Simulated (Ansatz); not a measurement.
Harmonic frequencies (cm⁻¹) at PBE0-D4/def2-TZVP from Ansatz: 1481, 1481, 1481, 1722, 1722, 3397, 3507, 3507, 3507.

Which molecule is it?
A. `[NH4+]`
B. `O=C([O-])O`
C. `[O-][SiH3]`
D. `C[O-]`

A.
